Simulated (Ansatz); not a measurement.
# BH₃ (triplet): inputs that go wrong at distance B1–H3 = 4.080 Å

4 inputs are run for BH₃ (triplet) as typed; the log has to tell whether the result can be used and what must change.

Computed with Ansatz 0.2.0, Gaussian basis. Level: the settings change from run to run.

16 further runs of the same task are left out: 15 that didn't finish, 1 set aside as unsound or not needed.

## (1) What is computed

The geometry derives from a PBE0/def2-TZVP stationary point (not a proven minimum). One bond is set to the value named and the two fragments are kept rigid.

4 atoms, charge 0, spin multiplicity 3.

Atoms are counted from 1 here; the program's logs count them from 0.

Bond lengths: B1–H2 1.281 Å, B1–H4 1.281 Å. Angles: H2–B1–H4 49.8°.

## (2) Input 1

Contents of in.yaml:

```yaml
crystal:
  periodic: [false, false, false]
  atoms:
    - {symbol: B, position_ang: [-0.243605, 0.000019, -0.077905]}
    - {symbol: H, position_ang: [0.182705, 0.539098, -1.158844]}
    - {symbol: H, position_ang: [2.247541, -0.000176, 3.153285]}
    - {symbol: H, position_ang: [0.182622, -0.539123, -1.158845]}
basis:
  gaussian: {orbitals: def2-mTZVP, point_charges: [{charge: -0.50, position_ang: [5.979, 0.367, 0.454]}]}
magnetization: {spin_polarized: false, initial_magnetization: 2}
correlation: {method: fic_mrcisd_q, electrons: outside_noble_gas, active_space: {window: {electrons: 4, orbitals: 4}, states: [{multiplicity: 3, irrep: Sigma, weights: [1]}]}}
```

Command:

```bash
$ ansatz run in.yaml --threads 1 --pin off --events-out ev --progress --plain --max-ram 2393MiB
```

Standard output:

```text
Functional definition: HF
  name "HF"
  cite "Fock, Z. Phys. 61, 126 (1930) doi:10.1007/BF01340294"
  parent pbe
  exchange = exact_x
  correlation = 0
482 factors; integrals over basis functions are off by at most 1.9e-7 eV
mean field evaluation 1: about -709.5953 eV, gradient 9.7e0 eV
mean field evaluation 2: about -709.5965 eV, gradient 9.7e0 eV
mean field evaluation 4: about -710.4251 eV, gradient 1.9e0 eV
mean field evaluation 8: about -710.4807 eV, gradient 5.4e-4 eV
mean field evaluation 16: about -710.5164 eV, gradient 1.1e-2 eV
mean field evaluation 32: about -710.5161 eV, gradient 1.5e-1 eV
mean field -710.51635447 eV, -26.1109944216 hartree, gradient 7.8e-6 eV, S^2 2.000000; 7 other end points of the search recorded, 0 dependent functions left out
reference -710.51635447 eV, -26.1109944216 hartree; 5, 3 occupied and 23, 25 virtual orbitals, 482 factors
Error: the irrep Sigma is not accepted for these orbitals, which take A, or 1 to 1
```

Wall time 0.18 s (1 thread of Arm Neoverse V2, shared host).

What is wrong: The run stopped with an error. The symmetry label isn't in the molecule's group. Fix: name an irrep that the log lists.

## (3) Input 2

Contents of in.yaml:

```yaml
crystal:
  periodic: [false, false, false]
  atoms:
    - {symbol: B, position_ang: [-0.243605, 0.000019, -0.077905]}
    - {symbol: H, position_ang: [0.182705, 0.539098, -1.158844]}
    - {symbol: H, position_ang: [2.247541, -0.000176, 3.153285]}
    - {symbol: H, position_ang: [0.182622, -0.539123, -1.158845]}
basis:
  gaussian: {orbitals: def2-mTZVP}
magnetization: {spin_polarized: false, initial_magnetization: 3}
hamiltonian: {xc: {name: PBE}}
correlation: {method: ccsdt_q_b, electrons: outside_noble_gas}
scf: {omitted_lower_state_checks: [cluster_reference]}
```

Launched as before.

Standard output:

```text
Error: a molecule whose nuclei and cores have a total charge of 8 cannot have a net charge of 0 together with 3 unpaired electrons
```

It took 0.03 s on 1 thread of Arm Neoverse V2, shared host.

**Diagnosis.** The run was refused. The number of unpaired electrons doesn't fit the electron count. To mend it, make charge and initial_magnetization agree.

## (4) Input 3

Contents of in.yaml:

```yaml
crystal:
  periodic: [false, false, false]
  atoms:
    - {symbol: B, position_ang: [-0.243605, 0.000019, -0.077905]}
    - {symbol: H, position_ang: [0.182705, 0.539098, -1.158844]}
    - {symbol: H, position_ang: [2.247541, -0.000176, 3.153285]}
    - {symbol: H, position_ang: [0.182622, -0.539123, -1.158845]}
basis:
  gaussian: {orbitals: aug-cc-pVDZ}
magnetization: {spin_polarized: false, initial_magnetization: 2}
correlation: {method: sc_nevpt2, electrons: all, active_space: {window: {electrons: 4, orbitals: 4}, states: [{multiplicity: 3, weights: [1, 1]}], root: 5}}
```

Same command.

Standard output:

```text
Error: the active space averages no state 5, counted from zero
```

Wall time 0.03 s (1 thread of Arm Neoverse V2, shared host).

What is wrong: The run was refused. The root asked for lies beyond the states averaged. To mend it, average more states or name a lower root.

## (5) Input 4

Contents of in.yaml:

```yaml
crystal:
  periodic: [false, false, false]
  atoms:
    - {symbol: B, position_ang: [0.232705, 0.839098, -0.858844]}
    - {symbol: H, position_ang: [0.182705, 0.539098, -1.158844]}
    - {symbol: H, position_ang: [2.247541, -0.000176, 3.153285]}
    - {symbol: H, position_ang: [0.182622, -0.539123, -1.158845]}
basis:
  gaussian: {orbitals: 6-31G}
magnetization: {spin_polarized: false, initial_magnetization: 2}
correlation: {active_space: {window: {electrons: 6, orbitals: 8}}}
output: {forces: true}
```

Same command.

Standard output, shortened:

```text
Functional definition: HF
  name "HF"
  cite "Fock, Z. Phys. 61, 126 (1930) doi:10.1007/BF01340294"
  parent pbe
[...]
222 factors; integrals over basis functions are off by at most 2.3e-4 eV
[...]
mean field -667.09484822 eV, -24.5152834989 hartree, gradient 2.0e-6 eV, S^2 2.000000; 4 other end points of the search recorded, 0 dependent functions left out
reference -667.09484822 eV, -24.5152834989 hartree; 5, 3 occupied and 10, 12 virtual orbitals, 222 factors
state -669.19938590 eV, -24.5926238324 hartree
the orbitals are reached from those of the next higher spin: the first search ends at -669.01083587 eV, -24.5856947462 hartree
[...]
Total energy: -669.19938590 eV, -24.5926238324 hartree
Atom 0 at     0.232705     0.839098    -0.858844 Å, force    27.375286   158.629004   164.257364 eV/Å
Atom 1 at     0.182705     0.539098    -1.158844 Å, force   -27.634504  -160.163564  -165.819914 eV/Å
Atom 2 at     2.247541    -0.000176     3.153285 Å, force    -0.001362     0.000501    -0.002918 eV/Å
Atom 3 at     0.182622    -0.539123    -1.158845 Å, force     0.260579     1.534059     1.565468 eV/Å
Dipole moment:    -0.024060    -0.285570    -0.144369 e Å
```

Wall time 3.9 s (1 thread of Arm Neoverse V2, shared host).

**Diagnosis.** The run converged, which proves nothing about the input. One atom lies on top of another. The shortest distance is 0.43 Å, against 1.08 Å in the geometry of step 1. Its energy belongs to another geometry. To mend it, restore its position.

## (6) Summary

```csv
input,level,ended,cause,time
1,"MRCISD+Q(4,4)/def2-mTZVP",stopped by an error,the symmetry label isn't in the molecule's group,0.18 s
2,CCSDT(Q)/B/def2-mTZVP,refused,the number of unpaired electrons doesn't fit the electron count,0.03 s
3,"NEVPT2(4,4)/aug-cc-pVDZ",refused,the root asked for lies beyond the states averaged,0.03 s
4,"CASSCF(6,8)/6-31G",converged,one atom lies on top of another,3.9 s
```

1 stopped by an error, 2 refused, 1 converged. The input that converges on a wrong geometry or spin is the dangerous one: no error points at it, so geometry and ⟨S²⟩ have to be checked.
